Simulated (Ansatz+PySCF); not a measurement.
## doublet CH6N: levels of theory in one basis

```yaml
atoms:
  - { symbol: C, position_ang: [-1.2608, 0.0000, 0.0123] }
  - { symbol: N, position_ang: [1.3133, 0.0000, -0.1368] }
  - { symbol: H, position_ang: [-1.5840, 0.9085, -0.4847] }
  - { symbol: H, position_ang: [-1.4637, -0.0046, 1.0773] }
  - { symbol: H, position_ang: [-1.5848, -0.9039, -0.4927] }
  - { symbol: H, position_ang: [0.0431, -0.0001, -0.1517] }
  - { symbol: H, position_ang: [1.4805, 0.8056, 0.4677] }
  - { symbol: H, position_ang: [1.4806, -0.8055, 0.4678] }
```

Basis set: cc-pVTZ (spherical functions). Frozen core: 2 orbitals. Correlation on ROHF uses semicanonical orbitals with singles. Charge 0, multiplicity 2.

Computed with Ansatz (development build ahead of 0.2.0); each method stands on the lowest determinant of its kind that the runs found.

| method | E − E(ROHF) (eV) | <S²> of the determinant |
| --- | --- | --- |
| ROHF | 0.00 | 0.75 |
| UHF | -0.38 | 0.79 |
| UHF-MP2 | -11.54 | 0.79 |

Problem. What does ROHF-MP2 give on the same scale?

Solution. -11.72 eV.

Problem. Is a single determinant a sound starting point here?

Solution. By this sign, yes. Unrestricted orbitals gain 0.38 eV and <S²> is 0.79 against 0.75 for a pure state.
